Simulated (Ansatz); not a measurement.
Mg₂S⁺, 3 atoms. Hardware: 4 threads of Arm Neoverse V1 on a shared host.

Correlated methods freeze 7 core orbitals; core or outer-core shells of Mg are correlated, in sets that lack core-valence functions.

(1) How many basis functions does each of these Ansatz runs have, and roughly what does it cost? HF/STO-3G, charge 1 doublet, energy; PBE-D4/def2-SVP, charge 1 doublet, energy, from earlier orbitals; PBE0-D4/def2-TZVP, charge 0 singlet at the geometry of the charge 1 doublet, energy; PBE-QIDH/def2-TZVP, charge 1 quartet, energy, from earlier orbitals; r2SCAN-D4/def2-TZVP, charge 0 singlet at the geometry of the charge 1 doublet, energy, from earlier orbitals; RPA@PBE/def2-TZVP, charge 1 quartet, energy, from earlier orbitals; PBE0-D4/def2-TZVP, charge 1 quartet, relaxation, 5 steps; BHLYP-D4/def2-TZVP, charge 1 doublet, energy, from earlier orbitals; RPA@PBE/def2-TZVP, charge 1 doublet, energy, from earlier orbitals; LDA (SPW92)/def2-TZVP, charge 1 doublet, energy, from earlier orbitals; B97M-V/def2-TZVP, charge 1 doublet, energy, from earlier orbitals; CAM-B3LYP-D4/def2-TZVP, charge 1 quartet, energy, from earlier orbitals.

Results:

(1) Other jobs shared the machine, so times can vary by a factor of up to 3. A dash marks memory too small to be measured apart from the calling script's.

```tsv
run	functions	fitting or Cholesky vectors	wall time	peak host memory (GiB)
HF/STO-3G, charge 1 doublet, energy	27	262	0.2 s	–
LDA (SPW92)/def2-TZVP, charge 1 doublet, energy, from earlier orbitals	101	837	0.5 s	–
PBE0-D4/def2-TZVP, charge 0 singlet at the geometry of the charge 1 doublet, energy	101	847	0.6 s	–
PBE-D4/def2-SVP, charge 1 doublet, energy, from earlier orbitals	54	563	0.65 s	–
RPA@PBE/def2-TZVP, charge 1 doublet, energy, from earlier orbitals	101	781	1.3 s	–
BHLYP-D4/def2-TZVP, charge 1 doublet, energy, from earlier orbitals	101	940	1.3 s	–
RPA@PBE/def2-TZVP, charge 1 quartet, energy, from earlier orbitals	101	777	1.4 s	–
r2SCAN-D4/def2-TZVP, charge 0 singlet at the geometry of the charge 1 doublet, energy, from earlier orbitals	101	837	1.4 s	–
PBE-QIDH/def2-TZVP, charge 1 quartet, energy, from earlier orbitals	101	777	1.8 s	–
CAM-B3LYP-D4/def2-TZVP, charge 1 quartet, energy, from earlier orbitals	101	847	2.4 s	–
B97M-V/def2-TZVP, charge 1 doublet, energy, from earlier orbitals	101	837	3.3 s	–
PBE0-D4/def2-TZVP, charge 1 quartet, relaxation, 5 steps	101	847	9.5 s	–
```
